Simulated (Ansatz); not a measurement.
Geometry optimisation, UKS B3LYP/def2-SVP in Ansatz.

input.yaml

```yaml
crystal:
  periodic: [false, false, false]
  atoms:
    - { symbol: Si, position_ang: [0.0, 0.0, 0.0] }
    - { symbol: H, position_ang: [0.0, 0.0, 1.71] }
    - { symbol: H, position_ang: [1.3768, 0.0, -0.4862] }
    - { symbol: H, position_ang: [-0.6877, 1.1914, -0.4862] }
    - { symbol: H, position_ang: [-0.6877, -1.1914, -0.4862] }
    - { symbol: H, position_ang: [0.0, 0.0, 2.67] }
magnetization:
  spin_polarized: true
  initial_magnetization: 1
basis:
  gaussian: { orbitals: def2-SVP }
hamiltonian:
  xc: b3lyp
relax:
  f_tol: 0.15
  max_steps: 25
  restrain:
    - { distance: [1, 5], at: 0.66, k: 30.0 }
    - { distance: [0, 1], at: 2.66, k: 30.0 }
```

Launched with:

```bash
$ ansatz run input.yaml --threads 1 --pin off --max-ram 2048MiB --backend cpu --events-out ev --progress --plain --runs-dir out
```

Task: Where does it end, and by what steps?

Result: The forces met the threshold. The restraints hold the end off the free minimum. After 6 steps the energy has fallen by 0.434 eV (the restraints' own energy left out); H2 moved furthest, 0.66 Å. Joined: H2–H6 (0.96 → 0.72 Å).

```json
{"step": "0", "energy less start (eV)": "0.0000", "largest force component (eV/Å)": "0.861", "accepted": "yes"}
{"step": "1", "energy less start (eV)": "-0.1152", "largest force component (eV/Å)": "1.602", "accepted": "yes"}
{"step": "2", "energy less start (eV)": "0.0684", "largest force component (eV/Å)": "5.355", "accepted": "yes"}
{"step": "3", "energy less start (eV)": "-0.2666", "largest force component (eV/Å)": "1.388", "accepted": "yes"}
{"step": "4", "energy less start (eV)": "-0.4314", "largest force component (eV/Å)": "1.554", "accepted": "yes"}
{"step": "5", "energy less start (eV)": "-0.3960", "largest force component (eV/Å)": "1.732", "accepted": "no"}
{"step": "6", "energy less start (eV)": "-0.4340", "largest force component (eV/Å)": "1.849", "accepted": "yes"}
```

```xyz
6
Properties=species:S:1:pos:R:3
Si 0.001 0.000 -0.294
H -0.002 0.000 2.373
H 1.418 0.000 -0.751
H -0.708 1.228 -0.750
H -0.708 -1.228 -0.750
H 0.001 0.000 3.094
```

Run time: 7.2 s on 1 thread of Arm Neoverse V2, on a shared host, peak memory 0.094 GiB.
